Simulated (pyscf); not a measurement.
Structures and frequencies: ωB97X-D3(BJ)/def2-SVP in PySCF. MP2 and CC: frozen core, UHF for open shells. ΔMP2 is the change of the MP2 total energy from the triple- to the quadruple-zeta basis.

Q: Estimate the classical barrier height and the reaction energy of HC≡C–CH₃ (SMILES C#CC) + HCl (SMILES Cl) → H₂C=C(CH₃)–Cl (SMILES C=C(C)Cl) at CCSD(T)/def2-TZVPP + ΔMP2(QZVPP). The step runs on the singlet surface, breaks Cl–H and forms C–Cl, C–H; take the separated reactants as zero.

A: ΔE‡ = 173.8 kJ/mol, ΔE = -127.4 kJ/mol. Zero-point energy shifts the barrier by -1.4 kJ/mol. It is an addition across a multiple bond or ene-type step, with an imaginary mode of 1567i cm⁻¹. On the reactant side the descent ends in a complex, 19.0 kJ/mol under the separated species and 175.4 kJ/mol under the saddle at ωB97X-D3(BJ)/def2-TZVP. At ωB97X-D3(BJ) the barrier from the zero used here is 156.4 kJ/mol. One saddle was located; it need not be the lowest between these sides. The CCSD(T) − MP2 part came from Ansatz, without density fitting, on the same reference.
